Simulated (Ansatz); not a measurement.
C₃H₈N (`CC[N]C`) radical, relaxed with UKS PBE-D4/def2-SVP in the Gaussian-basis code of Ansatz from a rough embedded geometry. The force threshold is 0.03 eV/Å; the program also tests the step.

Charge 0, multiplicity 2.

Start:

```xyz
12

C     1.750   -0.148    0.389
C     0.389    0.369    0.190
N    -0.454   -0.671   -0.350
C    -1.913   -0.247   -0.505
H     2.209   -0.492   -0.614
H     1.839   -1.023    1.045
H     2.437    0.607    0.753
H     0.389    1.207   -0.489
H     0.051    0.699    1.197
H    -2.486   -1.017   -0.876
H    -2.283    0.113    0.457
H    -1.927    0.603   -1.198
```

How much energy does the relaxation release, and in how many steps? (An estimate is asked.)

Computed: 43.64 kJ/mol, in 5 steps, 1 of them rejected.

Which bonds change most? (An estimate is asked.)

Ansatz gave: N3–C4 from 1.527 to 1.430 Å; C4–H10 from 1.029 to 1.109 Å; C1–C2 from 1.469 to 1.526 Å; C1–H5 from 1.156 to 1.108 Å.

Give the relaxed structure. (Estimate.)

Computed: 
```xyz
12

C     1.808   -0.168    0.358
C     0.375    0.328    0.188
N    -0.495   -0.684   -0.336
C    -1.844   -0.237   -0.493
H     2.221   -0.501   -0.614
H     1.840   -1.033    1.050
H     2.465    0.628    0.763
H     0.351    1.235   -0.476
H    -0.026    0.711    1.166
H    -2.495   -1.047   -0.881
H    -2.283    0.135    0.470
H    -1.917    0.633   -1.196
```
